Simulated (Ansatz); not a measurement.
in.yaml

```yaml
crystal:
  periodic: [false, false, false]
  atoms:
    - {symbol: Ru, position_ang: [0.000000, 0.000000, 0.000000]}
    - {symbol: O, position_ang: [0.000000, 0.000000, 1.666400]}
basis:
  gaussian: {orbitals: def2-SVP}
magnetization: {spin_polarized: false, initial_magnetization: 4}
correlation: {active_space: {ras: {orbitals: [5, 4, 31], electrons: 34, max_holes: 2, max_particles: 2}, fixed_orbitals: true}}
```

```sh
$ ansatz run in.yaml --threads 1 --pin off --events-out ev --progress --plain --max-ram 2393MiB
```

**Question.** One thing in this input was set wrong on purpose, beside settings that are merely unusual. What is the gravest fault, and what does the program do?

**Answer.** Electron count of the space is wrong. How the run ends: stopped by an error.
```
462 factors; integrals over basis functions are off by at most 1.6e-3 eV
mean field evaluation 1: about -4591.5442 eV, gradient 3.0e1 eV
mean field evaluation 2: about -4591.6861 eV, gradient 3.0e1 eV
mean field evaluation 4: about -4593.5971 eV, gradient 8.0e0 eV
mean field evaluation 8: about -4593.8203 eV, gradient 1.0e0 eV
mean field evaluation 16: about -4593.8401 eV, gradient 1.0e-4 eV
mean field evaluation 32: about -4591.4267 eV, gradient 7.9e-6 eV
mean field evaluation 64: about -4591.6182 eV, gradient 1.5e0 eV
mean field evaluation 96: about -4591.3773 eV, gradient 1.1e0 eV
mean field evaluation 128: about -4591.7076 eV, gradient 1.5e1 eV
mean field evaluation 160: about -4592.5414 eV, gradient 3.2e-2 eV
mean field evaluation 192: about -4593.8177 eV, gradient 6.7e-1 eV
mean field -4593.84014804 eV, -168.8205116237 hartree, gradient 3.5e-6 eV, S^2 6.000000; 18 other end points of the search recorded, 0 dependent functions left out
reference -4593.84014804 eV, -168.8205116237 hartree; 14, 10 occupied and 31, 35 virtual orbitals, 462 factors
Error: 34 electrons in 40 orbitals form no window around the highest filled level of the reference
```
